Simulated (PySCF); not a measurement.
3-methyl-1-butene, C5H10.
SMILES with atom numbers: `[CH2:1]=[CH:2][CH:3]([CH3:4])[CH3:5]` (hydrogens: H6, H7 on C1; H8 on C2; H9 on C3; H10, H11, H12 on C4; H13, H14, H15 on C5)

Cartesian coordinates in Å at the PBE0-D3(BJ)/def2-TZVP level; atoms count from 1:
```xyz
15
C5H10 angstrom
C      2.2596    0.0932   -0.1226
C      1.0620   -0.1342    0.3968
C     -0.2431    0.1083   -0.2927
C     -1.0684    1.1415    0.4683
C     -1.0188   -1.1973   -0.4444
H      2.3709    0.4879   -1.1281
H      3.1695   -0.1048    0.4321
H      0.9889   -0.5313    1.4098
H     -0.0275    0.5026   -1.2927
H     -0.5375    2.0924    0.5469
H     -2.0238    1.3208   -0.0313
H     -1.2837    0.7926    1.4829
H     -1.2389   -1.6318    0.5355
H     -0.4488   -1.9321   -1.0165
H     -1.9707   -1.0272   -0.9540
```

Linear response at PBE0/aug-cc-pVTZ (PySCF, frozen core in the response, non-relativistic). One conformer (not necessarily the lowest) at the PBE0-D3(BJ)/def2-TZVP geometry, without solvent, vibrations or thermal averaging.

Static isotropic polarisability: 65.38 au (9.69 Å³), principal values 57.3, 59.9, 78.9 au.

(1) What is the polarisability at 1064 nm and at the sodium D line?

(2) What is the isotropic C6 coefficient between two such molecules, C6 = (3/π)∫α(iω)² dω?

(3) Which effective excitation energy ω̄ makes London's formula C6 = (3/4)α²ω̄ exact here?

(4) The lowest 10 singlets have (eV, f): 6.46, 0.048; 6.78, 0.000; 6.89, 0.001; 7.11, 0.146; 7.16, 0.232; 7.60, 0.001; 7.63, 0.003; 7.73, 0.019; 7.75, 0.005; 7.92, 0.028. What share of the static polarisability do they carry in the sum over states α = Σ f/ω²?

(5) What three-body coefficient follows from the one-pole estimate C9 = (3/4)·α·C6?

(6) How anisotropic is the static polarisability, by Δα² = ½[(α1 − α2)² + (α2 − α3)² + (α3 − α1)²]?

(7) What molar refraction at the D line follows from R = (4π/3)·N_A·α′, with α′ the polarisability volume?

(8) How many electrons N does the Slater–Kirkwood formula C6 = (3/4)·√N·α^(3/2) need to give this C6?

(9) What n − 1 at the D line would an ideal gas of it have at 273.15 K and 1 atm (2.6868 × 10¹⁹ cm⁻³), by n − 1 = 2π·N·α′?

Answers

(1) 65.97 au at 1064 nm (+0.9 %), 67.39 au at 589.3 nm (+3.1 %). The rise at 589.3 nm is 3.38 times that at 1064 nm; a pure ω² law gives 3.26. The lowest singlet lies at 192 nm, shorter than both wavelengths.

(2) 1732 au (Eh·bohr⁶) by a ten-point quadrature over imaginary frequencies, which is 1030 eV·Å⁶ or 99.9 J·nm⁶/mol.

(3) ω̄ = 4·C6/(3α²) = 0.540 Eh = 14.7 eV. A one-pole form α(ω) = α/(1 − ω²/ω̄²) fitted to the 1064 nm value gives 12.3 eV.

(4) 7.03 au, 10.8 % of α; the largest term, 3.35 au, is that of the state at 7.16 eV. Their oscillator strengths add up to 0.48. Higher states carry the rest.

(5) 84900 au. This is an estimate from the two numbers above, not a computed integral.

(6) Δα = 20.5 au, or 0.31 of the isotropic value.

(7) α′ = 9.99 Å³ gives R = 25.19 cm³/mol, for isolated, non-vibrating species.

(8) N = (4·C6/3)²/α³ = 19.1; the species has 40 electrons in all.

(9) 16.86 × 10⁻⁴, a formal value whether or not that pressure can be reached.

On 2 threads of an Intel Xeon at 2.50 GHz (shared host), this took 2.3 min wall, 4.8 min CPU and 2.1 GiB of memory at its peak. This is the whole response run at PBE0/aug-cc-pVTZ, SCF included.
